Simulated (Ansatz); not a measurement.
**AlPN (sextet): wave-function methods side by side, cc-pVDZ**

The task here is to estimate one member of a computed series from the others.

Program: Ansatz 0.2.0, Gaussian basis. Level of theory: cc-pVDZ, core rule «outside noble gas», up to 11 orbitals frozen. These are calculated values, not measurements.

To be run: UHF; CCSD(T) on ROHF; CCSD(T) on UHF; BCCD(T) on ROHF; CISD; CCSDT(Q) on ROHF; CCSDT(Q) on UHF.

43 further runs of the same task are left out: 17 for a known fault of the program, 10 that didn't finish, 16 set aside as unsound or not needed.

### The geometry

The geometry is a PBE0/def2-TZVP stationary point (not a proven minimum) of the parent state, kept for this charge and spin.

3 atoms, charge 0, spin multiplicity 6.

Atoms are counted from 1 here; the program's logs count them from 0.

Bond lengths: Al1–P2 2.360 Å, Al1–N3 1.763 Å, P2–N3 1.687 Å. Angles: P2–Al1–N3 45.5°, Al1–P2–N3 48.2°, Al1–N3–P2 86.3°.

The first run:

File in.yaml:

```yaml
crystal:
  periodic: [false, false, false]
  atoms:
    - {symbol: Al, position_ang: [0.000000, 0.253448, 1.254324]}
    - {symbol: P, position_ang: [0.000000, 0.237157, -1.105408]}
    - {symbol: N, position_ang: [0.000000, -1.012664, 0.028204]}
basis:
  gaussian: {orbitals: cc-pVDZ}
magnetization: {spin_polarized: true, initial_magnetization: 5}
hamiltonian: {xc: hf}
output: {orbitals: {seedname: orbitals}}
```

Started as:

```sh
> ansatz run in.yaml --threads 1 --pin off --events-out ev --progress --plain --max-ram 2393MiB
```

Steps of the session up to this table: UHF; CCSD(T) on ROHF; CCSD(T) on UHF; BCCD(T) on ROHF; CISD; CCSDT(Q) on ROHF; CCSDT(Q) on UHF.

One table of the session follows, with a row left open; its other results are not shown here.

It belongs to the step «Misses and costs». 

| method | from UCCSDT(Q) (kJ/mol) |
| --- | --- |
| ROHF | ? |
| UHF | +710.9 |
| RMP2 | +103.9 |
| UMP2 | +113.5 |
| CISD | +84.6 |
| RCCSD | +30.7 |
| UCCSD | +29.6 |
| RCCSD(T) | +5.7 |
| UCCSD(T) | +5.8 |
| BCCD(T) | +5.7 |
| RCCSDT | +2.5 |
| UCCSDT | +2.2 |
| RCCSDT(Q) | +0.2 |
| UCCSDT(Q) | 0 |

**Question.** Estimate the row for ROHF.

The run gave: from UCCSDT(Q) (kJ/mol): +744.5. In the column «from UCCSDT(Q) (kJ/mol)» it is the highest.

Limits of these values: Restricted and unrestricted rows rest on different reference determinants; where their highest levels disagree by more than a few hundredths of an eV, they describe different states and don't form one ladder.
